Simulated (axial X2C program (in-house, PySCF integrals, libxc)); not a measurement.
## Worked dissociation energy of SiB⁻: CCSD(T), scalar-relativistic

Computed with an in-house relativistic program for diatomic molecules. Spin-free means the one-electron spin-free X2C Hamiltonian. Basis: Si dyall-av3z [9s8p3d2f], B dyall-av3z [8s7p3d2f] (cores contracted in-house); Gaussian nuclei, density fitting, unrestricted open shells. Masses: Si 27.977 u, B 11.009 u.

Molecular state: M_S = 1, Λ = 1 (beyond evenly filled blocks: σα, π+α, π+β, π-α).

Correlated methods: 8 electrons correlated (number of frozen shells: Si 2 s, 1 p; B 1 s), 210 virtual spin orbitals or spinors in MP2, 90 natural virtuals in coupled cluster.

* E(Si-) (2M_S = 3, M_L = 0): -289.591619 hartree
* E(B) (2M_S = 1, M_L = 0): -24.606846 hartree
* E(SiB⁻) at Re: -314.320900 hartree
* ωe: 801.6 cm⁻¹
* ωexe: 5.52 cm⁻¹

(1) Work out De and D0.

The state is one determinant whose occupation by symmetry is held fixed; it was picked as the lowest of a PBE0 search that is not exhaustive. De is counted from the lowest determinant-based energies of the atoms at the same level, without counterpoise correction. Coupled cluster ran in a truncated set of natural virtual spinors; the MP2 energy of the rest was added. (T) has no such correction and the atoms are truncated less, which lowers De at CCSD(T) by a hundredth of an eV or more. Other states lie close and PBE0, whose exact exchange favours high spin, may order them wrongly; the determinant shown need not be the ground state. The nearest other spin-free determinant of the search, M_S = 0, Λ = 1, lies 0.13 eV up at the distance of the search. The determinant is spin-polarised beyond a pure state at some levels (its spin-free form has ⟨S²⟩ too high), which makes Re and μ there less reliable. The T1 diagnostic is large, a sign of multireference character.

Each atomic determinant is the lowest at this level and need not be a pure term. Totals compare only within one Hamiltonian and basis.

Results:

(1) De = -289.591619 + (-24.606846) − (-314.320900) = 0.12244 hartree = 3.332 eV. The zero-point energy is ωe/2 − ωexe/4 = 399 cm⁻¹ = 0.050 eV, so D0 = 3.282 eV.
